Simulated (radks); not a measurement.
**Valence configurations of F²⁺**

Aim: which of several valence configurations of F²⁺ lies lowest at this level, and whether it is the one NIST lists ([He] 2s2 2p3).

Method: non-relativistic Kohn-Sham, TPSS, spin-polarised, spherical densities, point nucleus; open shells are filled with parallel spins first. Code: radks (a radial shooting solver on a logarithmic mesh, Libxc functionals) version 1.

**1. The system**

- element: fluorine (Z = 9)
- charge: +2
- electrons: 7
- configuration: [He] 2s2 2p3
- others tried: 2s1 2p4; 2s0.5 2p4.5; 2p5; 2s1.5 2p3.5

The outer shells:

F²⁺
```
[He] core
2s [↑↓]
2p [↑ ][↑ ][↑ ]
```

**2. [He] 2s2 2p3**

Input:

```text
Z 9
configuration [He] 2s2 2p3
relativity non-relativistic
functional tpss,tpss
spin polarised
nucleus point
```

**3. [He] 2s1 2p4**

Input:

```text
Z 9
configuration [He] 2s1 2p4
relativity non-relativistic
functional tpss,tpss
spin polarised
nucleus point
```

**4. [He] 2s0.5 2p4.5**

Input:

```text
Z 9
configuration [He] 2s0.5 2p4.5
relativity non-relativistic
functional tpss,tpss
spin polarised
nucleus point
```

**5. [He] 2p5**

Input:

```text
Z 9
configuration [He] 2p5
relativity non-relativistic
functional tpss,tpss
spin polarised
nucleus point
```

**6. [He] 2s1.5 2p3.5**

Input:

```text
Z 9
configuration [He] 2s1.5 2p3.5
relativity non-relativistic
functional tpss,tpss
spin polarised
nucleus point
```

Before running it: what results should come out? Wanted: for each run, valence; E − E(NIST configuration); moment; highest level; its energy; 1s shift.

**Answer**, as computed:

| valence | E − E(NIST configuration) (eV) | moment (μB) | highest level | its energy (eV) | 1s shift (eV) |
| --- | --- | --- | --- | --- | --- |
| 2s2 2p3 | 0.000 | 3 | 2p up | -51.918 | +0.00 |
| 2s1.5 2p3.5 | 9.823 | 3 | 2p down | -43.609 | +0.12 |
| 2s1 2p4 | 19.470 | 3 | 2p down | -43.486 | +0.29 |
| 2s0.5 2p4.5 | 32.662 | 2 | 2p down | -45.523 | +0.65 |
| 2p5 | 44.382 | 1 | 2p down | -47.125 | +1.21 |

In words: The NIST configuration is the lowest of those tried, 9.823 eV under 2s1.5 2p3.5. The energies are those of spherical high-spin densities, not of single terms. The 1s eigenvalue shifts by up to 1.21 eV as the valence charge is rearranged.
